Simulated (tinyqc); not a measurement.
Inside a calculation. Method: harmonic frequencies on the RHF/sto-3g surface (energies and gradients from PySCF), for H2F+, spin multiplicity 1. One step of it, computed by the program tinyqc.

Problem. One row of the Hessian: 2Hy. Displace 2Hy by +/-0.005 bohr; H(k, :) = (g(+) - g(-)) / (2 delta).

optimised positions (bohr):
```
           x          y         z
1F  0.109772  -0.030215  0.009081
2H  0.040753   1.498427  1.029899
3H  0.023329  -1.551360  1.039719
```

gradient at +delta (hartree/bohr):
```
              x            y            z
1F   0.00007425  -0.00219100  -0.00113710
2H  -0.00008584   0.00230237   0.00129803
3H   0.00001159  -0.00011136  -0.00016093
```

gradient at -delta (hartree/bohr):
```
              x            y            z
1F  -0.00007579   0.00221442   0.00116011
2H   0.00008742  -0.00232632  -0.00132164
3H  -0.00001163   0.00011190   0.00016153
```

Give: row of the Hessian.

Solution.

row of the Hessian (hartree/bohr^2): 1Fx 0.015004, 1Fy -0.440543, 1Fz -0.229721, 2Hx -0.017326, 2Hy 0.462869, 2Hz 0.261967, 3Hx 0.002322, 3Hy -0.022326, 3Hz -0.032246
